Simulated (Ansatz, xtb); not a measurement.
**Relative energy of two isomers of C4H8N2**

Structure a is `C=C(N)/C=C\N`, a singlet and structure b is `C=C(N)/C=C/N`, a singlet. Both are isolated molecules in the gas phase, relaxed with B3LYP-D3(BJ)/def2-SVP; the shapes shown needn't be the lowest conformers.

a (Å):

```tsv
atom	x (Å)	y (Å)	z (Å)
C	0.1727	0.0182	-1.7842
C	0.3747	1.3471	-1.9925
C	0.4068	2.3562	-0.9273
C	0.8320	2.1607	0.3455
N	0.5301	1.8807	-3.2729
N	1.2401	0.9803	0.9198
H	0.2037	-0.6914	-2.6157
H	-0.1624	-0.3548	-0.8172
H	1.1828	2.6549	-3.3437
H	0.6523	1.2008	-4.0162
H	0.1003	3.3682	-1.2031
H	0.8379	3.0159	1.0296
H	1.8682	1.0556	1.7114
H	1.4586	0.2265	0.2709
```

b (Å):

```yaml
atoms:
  - { symbol: C, position_ang: [-1.1997, 0.6462, -2.2530] }
  - { symbol: C, position_ang: [0.0626, 0.7827, -1.7819] }
  - { symbol: C, position_ang: [0.4374, 1.8776, -0.8853] }
  - { symbol: C, position_ang: [1.5758, 1.9045, -0.1550] }
  - { symbol: N, position_ang: [1.0804, -0.1404, -2.0767] }
  - { symbol: N, position_ang: [1.9413, 2.8761, 0.7527] }
  - { symbol: H, position_ang: [-1.4661, -0.1541, -2.9482] }
  - { symbol: H, position_ang: [-1.9939, 1.3143, -1.9180] }
  - { symbol: H, position_ang: [1.9575, 0.3002, -2.3458] }
  - { symbol: H, position_ang: [0.8076, -0.8343, -2.7664] }
  - { symbol: H, position_ang: [-0.2825, 2.6970, -0.7948] }
  - { symbol: H, position_ang: [2.2671, 1.0577, -0.2087] }
  - { symbol: H, position_ang: [1.4476, 3.7610, 0.7109] }
  - { symbol: H, position_ang: [2.9275, 2.9691, 0.9617] }
```

Energies in hartree; the thermal terms are from GFN2-xTB frequencies at re-optimised GFN2-xTB minima (ideal gas, soft modes damped towards free rotors, one conformer each, 298.15 K, 1 atm) and include the zero-point energy:

|  | a | b |
| --- | --- | --- |
| E, CCSD(T)/def2-SVP | −265.752553 | −265.752304 |
| E, MP2/def2-SVP | −265.666346 | −265.665328 |
| E, MP2/def2-TZVPP | −266.167567 | −266.166156 |
| zero-point energy | 0.116219 | 0.115929 |
| H(298 K) − E | 0.124167 | 0.124094 |
| G(298 K) − E | 0.086063 | 0.085489 |

Question: Correct the CCSD(T) difference for the basis set by the MP2 change, then work out ΔE, ΔE₀, ΔH and ΔG for a → b in kJ/mol (1 Eh = 2625.50 kJ/mol) and the equilibrium ratio [b]/[a].

Answer: 1. Differences b − a: CCSD(T) +0.000249, MP2 in the small set +0.001018, MP2 in the large set +0.001411 Eh.
2. ΔE = +0.000249 + (+0.001411 − (+0.001018)) = +0.000642 Eh = +1.69 kJ/mol.
3. ΔE₀ = ΔE + ΔZPE = +0.000642 + (−0.000290) Eh = +0.92 kJ/mol.
4. ΔH = ΔE + (−0.000073) Eh = +1.49 kJ/mol.
5. ΔG = ΔE + (−0.000574) Eh = +0.18 kJ/mol, so ΔS = (ΔH − ΔG)/T = +4.4 J/(mol K).
6. kT = 0.9442 mEh, so K = [b]/[a] = exp(−ΔG/kT) = exp(−0.07) ≈ 0.93.

The two are too close for this level to say which is favoured. An error of 4 kJ/mol in ΔG would change K by a factor of 5. Mirror images and further conformers aren't counted.

As drawn, both hold the same kinds of bond in the same numbers.

Other levels gave ΔE = −4.5 (GFN2-xTB); −6.7 (HF/STO-3G, GFN2-xTB geometries); +1.2 (r2SCAN-D4/def2-SVP, GFN2-xTB geometries); +1.8 (B3LYP-D3(BJ)/def2-SVP); −3.9 (HF/def2-SVP); +2.7 (MP2/def2-SVP); +0.7 (CCSD(T)/def2-SVP) kJ/mol. The correlated steps freeze 6 core orbitals. Programs: Ansatz 0.2.0, xtb 6.7.1.
